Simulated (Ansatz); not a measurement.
Two structures of CH$_{3}$ClF (charge -1), singlet, reached by relaxing down either side of one saddle point (PBE0-D4/def2-TZVPD). Energies are electronic, without zero-point energy. Ansatz 0.2.0; basis: def2-TZVPPD and def2-QZVPPD; cores frozen in the correlated methods. Extrapolation: Hartree–Fock as exp(−7.88 √X), correlation as X^−2.97. First:

Cl1  (-1.681, -0.603, 1.140)
C2  (-0.211, -0.076, 0.142)
F3  (1.747, 0.629, -1.183)
H4  (-0.124, -0.754, -0.694)
H5  (-0.388, 0.937, -0.190)
H6  (0.657, -0.132, 0.784)
(Å)

Second:

```
6
angstrom
Cl -2.1682 -0.7794 1.4692
C 0.3812 0.1370 -0.2583
F 1.4983 0.5385 -1.0154
H -0.0744 -0.7339 -0.7246
H -0.3391 0.9514 -0.2214
H 0.7023 -0.1137 0.7504
```

(1) Which bonds change from the first to the second?

(2) Give the saddle point's structure and its height above each. (An estimate is asked for; the value comes from the calculation.)

The T1 diagnostic stays at or below 0.019.

## Answers

(1) [CH₃Cl ([CH3][Cl]) + F]⁻ → [CH₃F ([CH3][F]) + Cl]⁻; bonds formed: C2–F3; bonds broken: Cl1–C2.

(2) The calculation gives: 0.139 eV above the first and 1.282 eV above the second (CCSD(T) at an estimated basis limit (MP2 extrapolated from triple and quadruple zeta, plus CCSD(T) − MP2 in triple zeta)).
Cl1  (-1.708, -0.614, 1.157)
C2  (-0.054, -0.019, 0.036)
F3  (1.582, 0.569, -1.071)
H4  (-0.116, -0.774, -0.724)
H5  (-0.391, 0.971, -0.202)
H6  (0.687, -0.132, 0.804)
(Å)

Labels in which every atom is bracketed show which atoms are joined, not bond orders.

For scale, one of the runs: CCSD(T)/def2-TZVPPD, 179 basis functions, launched by `ansatz run in.yaml --threads 2 --pin off --events-out ev --progress --plain --max-ram 4352MiB`. Time: 39 s of wall clock on 2 CPU threads of an Arm Neoverse V2; the host was shared. Peak host memory: 1.7 GiB.
